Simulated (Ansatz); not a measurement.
Isomers of C3H6ClN, relaxed with PBE0-D4/def2-TZVP in Ansatz; electronic energies, one conformer each and not always the lowest. Functionals use def2-TZVPP; CBS adds triple-zeta CCSD(T) − MP2 to the MP2 limit of def2-TZVPP and def2-QZVPP.

Problem. Order them by energy at frozen-core CCSD(T)/CBS, lowest first. (Estimate.)
A. `C/N=C\CCl`
B. `C/C=C(\N)Cl`
C. `C/N=C(/C)Cl`

Solution. C (0.0 kJ/mol), B (14.6 kJ/mol), A (56.0 kJ/mol).

Problem. How do r2SCAN-D4, B3LYP-D4, B3LYP, B2PLYP place them (kJ/mol, against `C/N=C(/C)Cl`)? (Best estimate.)

Solution. Ansatz gave: 
```
       isomer  r2SCAN-D4  B3LYP-D4  B3LYP  B2PLYP
  `C/N=C\CCl`       69.4      60.6   59.2    60.2
`C/C=C(\N)Cl`       20.0      19.5   19.9    20.0
```

B3LYP here is the variant with VWN-RPA as its local correlation; programs differ in this.
